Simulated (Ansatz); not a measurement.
**PN (phosphorus nitride): methods side by side**

The species is PN (2 atoms), meant as a singlet with charge 0. SMILES: `N#P`. Geometry: the measured bond length. The run starts from this shape.

```xyz
2

N     0.0000    0.0000    0.0000
P     0.0000    0.0000    1.4909
```

Quantity: the adiabatic ionisation energy (to the doublet cation, no zero-point term), in eV. The values are calculated.

```json
{"level": "SVWN5/def2-TZVP", "kind": "LDA", "program": "Ansatz", "value (eV)": "11.95", "CPU time (all runs)": "5.4 s"}
{"level": "PBE-D3(BJ)/def2-TZVP", "kind": "GGA", "program": "Ansatz", "value (eV)": "11.72", "CPU time (all runs)": "9.4 s"}
{"level": "r2SCAN/def2-TZVP", "kind": "meta-GGA", "program": "Ansatz", "value (eV)": "11.73", "CPU time (all runs)": "20 s"}
{"level": "B3LYP-D4/def2-TZVP", "kind": "global hybrid", "program": "Ansatz", "value (eV)": "11.84", "CPU time (all runs)": "14 s"}
{"level": "wB97X-V/def2-TZVP", "kind": "range-separated hybrid", "program": "Ansatz", "value (eV)": "11.86", "CPU time (all runs)": "49 s"}
{"level": "CCSD(T)/def2-TZVP", "kind": "coupled cluster or CI", "program": "Ansatz", "value (eV)": "11.81", "CPU time (all runs)": "2.8 min"}
```

The values span 11.72 to 11.95 eV. Spin contamination of the reference (⟨S²⟩ at least 0.1 too high) touches CCSD(T)/def2-TZVP. The coupled-cluster rows rest on a doubtful reference here (large T1 or Brueckner and Hartree–Fock orbitals at odds), and rows may lie in different states. CPU times are rough (shared hosts, several kinds of processor): they show what a rung costs within a factor of a few.
